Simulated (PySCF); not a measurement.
```xyz
5
charge 0 multiplicity 1, angstrom
P     0.0582    0.0954    0.0000
O     1.5016   -0.0126    0.0000
O    -0.8667    1.2167    0.0000
O    -0.6466   -1.3115    0.0000
H    -1.6090   -1.2217    0.0000
```

Computed with PySCF, PBE0, basis P def2-TZVP, O def2-TZVP, H def2-TZVP (no relativity, density fitting).

This geometry of PO₂(OH) is a stationary point at this level.

Question: What is the point group?

Answer: Cs.

Question: Is it a minimum?

Answer: Yes: all harmonic wavenumbers are real.

Question: List the harmonic modes with their infrared intensities.

Answer: 
```csv
symmetry,ω (cm⁻¹),IR (km/mol)
a',406,19.7
a'',441,26.2
a',451,50.3
a'',529,146
a',930,112
a',1042,98.4
a',1219,131
a',1495,195
a',3818,151
```

Question: Give the ideal-gas entropy at 298.15 K and 1 bar by parts.

Answer: translation 163.5, rotation 101.4, vibration 14.2, spin 0.0; total 279.2 J/(mol K).

Only a few start shapes were tried, so a lower isomer may exist.
